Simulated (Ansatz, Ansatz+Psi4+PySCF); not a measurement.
```yaml
atoms:
  - { symbol: B, position_ang: [0.0136, -0.0481, -0.0022] }
  - { symbol: F, position_ang: [1.2932, 0.0440, -0.0166] }
  - { symbol: F, position_ang: [-0.6680, 1.1296, -0.0481] }
  - { symbol: F, position_ang: [-0.6646, -1.1204, 0.0469] }
```

Basis set: cc-pVTZ (spherical functions). Frozen core: 4 orbitals. Charge 0, multiplicity 1.

Computed with Ansatz (development build ahead of 0.2.0); each method stands on the lowest determinant of its kind that the runs found. Restricted open shells among the atoms or ions are ROHF, correlated in semicanonical orbitals with singles.

The atomization energy at this shape (free ground-state atoms in the same class of orbitals less the molecule, no zero-point energy) of singlet BF₃:

| method | atomization energy |
| --- | --- |
| RHF-MP2 | 20.90 eV |

(1) What does RHF give?

Answers

(1) 16.07 eV.
